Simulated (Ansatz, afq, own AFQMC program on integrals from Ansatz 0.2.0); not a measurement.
Two steps: Ansatz 0.2.0 writes the Fock matrix and Cholesky factors of the valence space, and afq projects on them the lowest state that overlaps trial and start.

```yaml
crystal:
  periodic: [false, false, false]
  atoms:
    - {symbol: Hf, position_ang: [0.000000, 0.000000, 1.564473]}
    - {symbol: O, position_ang: [0.000000, 0.000000, -0.305590]}
    - {symbol: H, position_ang: [0.000000, 0.000000, -1.258884]}
basis:
  gaussian: {orbitals: def2-SVP}
magnetization: {spin_polarized: true, initial_magnetization: 1}
correlation: {method: ccsd_t, electrons: outside_noble_gas, hamiltonian_folder: ham}
```

```sh
$ ansatz run in.yaml --threads 1 --pin off --events-out ev --progress --plain --max-ram 16896MiB --backend cuda --devices 0, --max-vram 18GiB
```

afq runs on the folder ham with

```
--method free --trial cisd --walkers 4000 --time-step 0.03 --max-blocks 4000 --target-error 0.0004 --factor-cut 1e-05 --seed 8367 --times 0,0.21,0.42,0.81,1.2,1.8,2.4,3 --taylor-order 8
```

Times are imaginary, in 1/Eh. The walk had a cap of 73 s. Core potentials past Kr, no spin–orbit coupling.

afq prints:

```
orbitals 46  electrons 6 5  factors 377 of 505
reference energy -122.83011629 Eh
CCSD correlation -0.25920550 Eh in 16 cycles, weight of the determinant in the CISD state 0.8340
repeat  energy at the last time / Eh  error
    10  -123.097539  0.000327
    20  -123.097684  0.000216
    30  -123.097922  0.000171
time / (1/Eh)  energy / Eh  error  mean overlap
  0.00  -123.089235  0.000053  1.1988
  0.21  -123.093370  0.000076  1.1982
  0.42  -123.095080  0.000096  1.1985
  0.81  -123.096449  0.000107  1.1999
  1.20  -123.097276  0.000090  1.2011
  1.80  -123.097938  0.000139  1.2019
  2.40  -123.097849  0.000177  1.2100
  3.00  -123.097909  0.000166  1.2180
energy -123.097909 +/- 0.000166 Eh
```

The run passed its tests (error under three times the target), which doesn't prove that it has relaxed, ending at its cap on processor time.

Against this walk (error 4.5 meV) on the same determinant: CCSD(T) 20.6 meV higher, CCSDT(Q) 23.4 meV lower. The error is statistical, and a free projection of finite length keeps a remainder of its start. The determinant has ⟨S²⟩ = 0.95, so the low cluster orders mix in higher spin, and so can this walk. None of these is a sure reference here.

Cautions: remainder of the start not in the error; start is not spin pure; no spin-orbit coupling; outer-core shells of the metal frozen; higher spins were not checked; raised T1 diagnostic (T1 0.047, weight of the determinant 0.83, largest double 0.10); unrestricted determinant spin contaminated (⟨S²⟩ 0.95 against 0.75).

The walk took 72 s on 1 × NVIDIA H100 80GB HBM3 with 2 threads of AMD EPYC 7R13 Processor (Zen 3), on a shared host (the card was shared). The log's last line is the free-projection energy.

CCSDT and higher add their correlation energy to the determinant of the CCSD(T) run, since their own runs factorise the integrals more tightly (a shift of under 2 meV). A walk keeps the symmetry of its determinant, which the program's search chose and which needn't be the lowest solution, so a lower state of the same spin and another symmetry isn't excluded.
